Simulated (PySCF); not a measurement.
# Spin states of AlO⁺

Unrestricted PBE0; PySCF, no relativity, basis sets Al def2-TZVPPD, O def2-TZVPPD. Outer shells of the fragments: Al+ 3s2; O 2s2 2p4.

Followed along the bond (rough minima from three points):

```json
{"2Ms+1": "3", "unpaired": "σ ↑, π ↑", "⟨S²⟩ at the start": "2.02", "R at minimum (Å)": "1.74", "Te (eV)": "0.00"}
{"2Ms+1": "1", "unpaired": "σ ↓, π ↑", "⟨S²⟩ at the start": "1.01", "R at minimum (Å)": "1.73", "Te (eV)": "0.13"}
{"2Ms+1": "1", "unpaired": "none", "⟨S²⟩ at the start": "0.00", "R at minimum (Å)": "1.60", "Te (eV)": "0.62"}
```

Solutions found at the starting distance of 1.895 Å, counted from the lowest of them; the search is not exhaustive and high or unbound solutions are not listed, so other states can lie among these:

```json
{"2Ms+1": "3", "unpaired": "σ ↑, π ↑", "term": "³Π", "E (eV)": "0.00", "⟨S²⟩": "2.02", "⟨Lz²⟩": "1.01", "μ (D)": "-4.75"}
{"2Ms+1": "1", "unpaired": "σ ↓, π ↑", "term": "mixed", "E (eV)": "0.20", "⟨S²⟩": "1.01", "⟨Lz²⟩": "1.01", "μ (D)": "-5.06"}
{"2Ms+1": "1", "unpaired": "none", "term": "¹Σ⁺", "E (eV)": "1.41", "⟨S²⟩": "0.00", "⟨Lz²⟩": "0.00", "μ (D)": "-7.28"}
{"2Ms+1": "3", "unpaired": "π ↑↑", "term": "³Σ⁻", "E (eV)": "1.79", "⟨S²⟩": "2.01", "⟨Lz²⟩": "0.00", "μ (D)": "0.12"}
{"2Ms+1": "3", "unpaired": "σ ↑↑", "term": "³Σ⁺", "E (eV)": "2.25", "⟨S²⟩": "2.00", "⟨Lz²⟩": "0.00", "μ (D)": "-5.99"}
{"2Ms+1": "1", "unpaired": "π ↑↓", "term": "mixed", "E (eV)": "2.55", "⟨S²⟩": "1.00", "⟨Lz²⟩": "2.01", "μ (D)": "0.12"}
```

A term symbol is given only where ⟨S²⟩ and ⟨Lz²⟩ are close to those of a pure state; real π, δ and φ orbitals otherwise mix terms. A positive dipole points towards O; it is taken about the centre of mass and depends on that origin.

Counting both spins, an empty level lies below a filled one in some of these solutions, because spin and occupation are held.
